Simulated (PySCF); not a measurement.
**[AlH2···H···H], doublet in cc-pVDZ: errors against RCCSDT**

All five atoms lie in one plane.

Geometry: a point of a hydrogen-transfer path between rigid fragments, not a stationary point.

```xyz
5

Al   -0.1176    0.0000    0.0000
H    -0.9105    1.3734    0.0000
H    -0.9105   -1.3734    0.0000
H     2.0624    0.0000    0.0000
H     2.9064    0.0000    0.0000
```

Basis cc-pVDZ; PySCF 2.14.0. Only valence electrons are correlated (noble-gas cores frozen), which leaves 7 electrons in 33 orbitals. R marks a restricted (for open shells ROHF) determinant, U an unrestricted one.

Full CI isn't at hand for all of this; RCCSDT serves as the reference. It lacks quadruple excitations. The frozen core follows each run's orbitals, which can shift R against U totals by a few meV.

- UHF ⟨S²⟩: 0.764
- T1 diagnostic (ROHF- or RHF-based CCSD): 0.0197
- largest doubles amplitude (ROHF- or RHF-based CCSD): 0.034
- T1 diagnostic (UCCSD): 0.0146

| level | E − E(RCCSDT) (mEh) | share of correlation (%) | wall time |
| --- | --- | --- | --- |
| RHF | 120.04 | 0.00 | – |
| UHF | 117.23 | 2.34 | – |
| RMP2 | 31.01 | 74.16 | – |
| UMP2 | 30.85 | 74.30 | – |
| RCCSD | 2.03 | 98.31 | – |
| UCCSD | 2.00 | 98.33 | – |
| RCCSD(T) | 0.55 | 99.54 | 1.6 s |
| UCCSD(T) | 0.55 | 99.54 | 1.4 s |
| UCCSDT | -0.01 | 100.01 | 50 s |

The correlation energy at RCCSDT, counted from RHF, is -3.266 eV. That run took 50 s on 1 thread of Arm Neoverse N1, shared host.

Times are those of the correlated step on a shared host, with one SCF added for the restricted CCSD run; they ran on 1 thread of Arm Neoverse N1.
